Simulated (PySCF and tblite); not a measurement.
Values are calculated unless marked as measured or tabulated.
C5H9N, numbered as in [CH3:1][CH:2]([CH3:3])[CH2:4][C:5]#[N:6].

The ensemble was built from 60 distance-geometry starts (ETKDG and KDG, MMFF94s, GFN2-xTB) and rests on GFN2-xTB geometries. Free energies are PBE0-D3(BJ)/def2-SVP (IEF-PCM, benzene) single points with GFN2-xTB rigid-rotor and vibrational terms (modes under about 100 cm⁻¹ blended into free rotors). Symmetry numbers and mirror images are counted. Conformers within 3 kcal/mol (GFN2-xTB free energy) were kept, 10 at most. GIAO shieldings: B97-2/pcSseg-1 (IEF-PCM, benzene). Shifts are against TMS (¹H), TMS (¹³C) at the same level. Codes: tblite and PySCF.

(1) What shifts does this protocol give at 298.15 K under fast conformational exchange?

(2) How do the conformers differ?

Shifts are unscaled: against experiment ¹³C can be off by 15 ppm or more and ¹H by 0.8 ppm.

Answers

(1) ¹H: 2.25 (H4, 2H), 1.90 (H2, 1H), 1.16 (H1/H3, 6H) ppm. ¹³C: 124.2 (C5), 31.9 (C2), 26.2 (C4), 24.0 (C1/C3) ppm.

(2) Torsions listed: C1–C2–C4–C5. Of a mirror pair one member is shown.
| conformer | shape | weight % |
| --- | --- | --- |
| 1 | -63° | 66.8 |
| 2 | 62° | 33.2 |

```tsv
signal	1	2	average
H1/H3	1.13	1.20	1.16
H2	1.89	1.91	1.90
H4	2.15	2.46	2.25
C1/C3	24.4	23.2	24.0
C2	32.6	30.4	31.9
C4	26.2	26.2	26.2
C5	124.6	123.2	124.2
```
